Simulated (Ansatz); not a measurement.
# CsCl-type TlCl

The numbers are results of PBEsol (plane waves, PAW; Ansatz, a first-principles code), not measurements.

Run with plane-wave cutoff 500 eV, 8×8×8 k mesh, gaussian smearing 0.02 eV, scalar-relativistic PAW data made under PBE.

Cell: relaxed at this level.

For CsCl-type TlCl, the equilibrium volume per atom is 26.77 Å³/atom and the lattice constant a comes out as 3.769 Å. The band gap is 1.79 eV (on the SCF k mesh).

Measured, for comparison: equilibrium volume per atom 28.35 Å³/atom, lattice constant a 3.842 Å (temperature not stated, not corrected to a static lattice; as tabulated in Wikipedia's data pages). Computed (rounded) less measured: equilibrium volume per atom -5.6 %, lattice constant a -1.9 %. A static lattice is as a rule a little smaller and stiffer than an uncorrected measurement, which narrows the difference in the lattice constant a and would widen misses of the other sign.

Spin–orbit coupling is not included; with these elements it can move the gap by several tenths of an eV or more.

Cost on a shared machine: about 20 core-seconds (a rough figure).
